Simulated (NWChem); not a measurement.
# CF (SMILES [C]F) at UPBE/cc-pVTZ

What is the vertical doublet–quartet gap of CF at UPBE/cc-pVTZ? 

The results are computed with NWChem 7.3.0.

2 further runs of the same task are left out: 2 set aside as unsound or not needed.

## 1. The structure to begin with

CF: 2 atoms, total charge 0, spin state doublet. SMILES: `[C]F`. The shape is that of a PBE0-D4/def2-TZVP optimisation.

Bond lengths: C1–F2 1.268 Å.

## 2. Energy and gradient at UPBE/cc-pVTZ

Input file calc.nw:

```
start calc
title "CF"
memory total 2200 mb
geometry units au noautosym nocenter noautoz
  C    0.00000000   0.00000000   0.00582036
  F    0.00000000   0.00000000   2.40244662
end
basis spherical bse
  * library cc-pVTZ
end
dft
  xc xpbe96 cpbe96
  mult 2
  grid xfine
  convergence energy 1e-08
  maxiter 100
  mulliken
end
task dft gradient
```

On the command line:

```sh
$ nwchem calc.nw > calc.out
```

What it wrote:

```text
[...]
          Wavefunction type:  spin polarized.
          No. of atoms     :     2
          No. of electrons :    15
[...]
          Charge           :     0
          Spin multiplicity:     2
[...]
          AO basis - number of functions:    60
[...]
              XC Information
              --------------
          PerdewBurkeErnzerhof Exchange Functional  1.000
            Perdew 1991 LDA Correlation Functional  1.000 local
           PerdewBurkeErnz. Correlation Functional  1.000 non-local
[...]
 d= 0,ls=0.0,diis     1   -137.6297077466 -1.60D+02  7.52D-03  1.61D-01     2.8
[...]
 d= 0,ls=0.0,diis     8   -137.6883578847  2.89D-09  1.17D-06  4.27D-08    17.8
[...]
         Total DFT energy =     -137.688357884690
      One electron energy =     -234.042070300265
           Coulomb energy =       89.392482133018
    Exchange-Corr. energy =      -15.570443053944
 Nuclear repulsion energy =       22.531673336501
[...]
      Total Density - Mulliken Population Analysis
     ---------------------------------------------
    Atom       Charge   Shell Charges
 -----------   ------   -------------------------------------------------------
    1 C    6     6.04   1.94  0.25  0.99  0.75  0.63  0.97  0.40  0.03  0.07  0.01
    2 F    9     8.96   1.94  0.29  1.06  0.56  1.58  2.35  1.17  0.00  0.02  0.00
[...]
      <S2> =      0.7530 (Exact =     0.7500)
[...]
  wavefunction    = open shell
                         DFT ENERGY GRADIENTS
    atom               coordinates                        gradient
                 x          y          z           x          y          z
   1 C       0.000000   0.000000   0.005820   -0.000000   0.000000   0.016840
   2 F       0.000000   0.000000   2.402447    0.000000  -0.000000  -0.016840
[...]
```

It took 27 s on 1 thread of Intel Xeon at 2.50GHz (Skylake/Cascade Lake), shared host; peak memory 0.12 GiB.

## 3. The quartet: the energy at UPBE/cc-pVTZ

Input file run.nw:

```
start run
memory total 2200 mb
charge 0

geometry units angstroms noautosym nocenter noautoz
  C      0.000000     0.000000     0.003080
  F      0.000000     0.000000     1.271320
end

basis spherical bse
  * library cc-pVTZ
end

dft
  xc xpbe96 cpbe96
  mult 4
  grid xfine
  convergence energy 1e-08
  maxiter 100
  mulliken
  print low
end

task dft energy
```

On the command line:

```sh
$ nwchem run.nw > run.out
```

What it wrote:

```text
[...]
 d= 0,ls=0.0,diis     1   -137.4752887200 -1.60D+02  1.02D-02  2.20D-01     2.5
[...]
 d= 0,ls=0.0,diis    10   -137.5570680457 -9.96D-10  2.47D-07  2.35D-10    23.7
[...]
         Total DFT energy =     -137.557068045670
      One electron energy =     -234.183173180787
           Coulomb energy =       89.757180581816
    Exchange-Corr. energy =      -15.662750402532
 Nuclear repulsion energy =       22.531674955831
[...]
      Total Density - Mulliken Population Analysis
     ---------------------------------------------
    Atom       Charge   Shell Charges
 -----------   ------   -------------------------------------------------------
    1 C    6     5.96   1.95  0.19  0.68  0.31  0.82  1.31  0.59  0.02  0.07  0.01
    2 F    9     9.04   1.94  0.28  1.05  0.58  1.58  2.35  1.23  0.00  0.02  0.00
[...]
      <S2> =      3.7524 (Exact =     3.7500)
[...]
```

Wall time 25 s (1 thread of Intel Xeon at 2.50GHz (Skylake/Cascade Lake), shared host); peak memory 0.11 GiB.

## 4. What came out

Level: UPBE/cc-pVTZ.

| quantity | value |
| --- | --- |
| doublet: total energy | -137.68836 Eh |
| doublet: dipole moment | 0.97 D |
| doublet: HOMO energy (highest over α and β) | -4.42 eV |
| doublet: LUMO energy (lowest over α and β) | -3.98 eV |
| doublet: ⟨S²⟩ | 0.753 |
| doublet: largest force on an atom | 0.866 eV/Å |
| quartet: total energy | -137.55707 Eh |
| quartet: ⟨S²⟩ | 3.752 |
| vertical energy of the quartet above the doublet | 3.573 eV |

In words: At this shape the quartet lies 3.57 eV (345 kJ/mol) above the doublet. The largest force (doublet) is 0.87 eV/Å: the shape isn't a stationary point for this species at this level.
